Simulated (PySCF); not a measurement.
Molecule: Pyridazine, C4H4N2.

Cartesian coordinates in Å; atom numbers follow the order of the lines, from 1:
```xyz
10

C     0.661    0.834   -0.069
C    -0.697    0.785    0.188
C    -1.286   -0.481    0.214
N    -0.610   -1.607    0.007
N     0.681   -1.561   -0.238
C     1.306   -0.387   -0.277
H     1.213    1.776   -0.110
H    -1.290    1.685    0.363
H    -2.355   -0.608    0.410
H     2.379   -0.436   -0.486
```

Spin–spin couplings on one PBE0-D3(BJ)/def2-SVP geometry, PySCF 2.14, gas phase, non-relativistic, equivalent pairs averaged (spin–dipole term only in couplings to heteroatoms); isotopes ¹H; functional B3LYP.

Reference values (Hz): ³J(H10,H7) = 5.0 (measured; liquid or solution (compiled); DeVience et al., arXiv:2103.01289 (literature column, mostly SDBS)); ³J(H7,H8) = 8.2 (measured; liquid or solution (compiled); DeVience et al., arXiv:2103.01289 (literature column, mostly SDBS)).

**Question.** How do the couplings (Hz) change with the basis set? Times are CPU seconds on shared hosts with different chips, so compare them loosely. Far from the basis limit: 6-31G-J, pcJ-0, 6-31G*, def2-TZVP, cc-pVTZ.

**Answer.** 
| basis set | functions | ³J(H10,H7) | ³J(H7,H8) | mean abs. error | core-s |
| --- | --- | --- | --- | --- | --- |
| 6-31G-J | 88 | 6.4 | 9.8 | 1.4 | 6.8 |
| pcJ-0 | 90 | 5.1 | 7.7 | 0.3 | 6.9 |
| 6-31G* | 92 | 4.6 | 7.7 | 0.5 | 5.9 |
| pcJ-1 | 202 | 5.7 | 8.9 | 0.7 | 15 |
| def2-TZVP | 210 | 4.1 | 6.9 | 1.1 | 22 |
| cc-pVTZ | 236 | 4.3 | 7.0 | 1.0 | 26 |

Errors compare magnitudes, without vibrational corrections, and the largest couplings weigh most in the mean. Closest: pcJ-0; furthest: 6-31G-J.

The Fermi-contact term samples the wavefunction at the nucleus, which is why sets with added tight s functions (names with J) are made for couplings. Agreement of an ordinary basis with the reference is then largely a cancellation of errors.
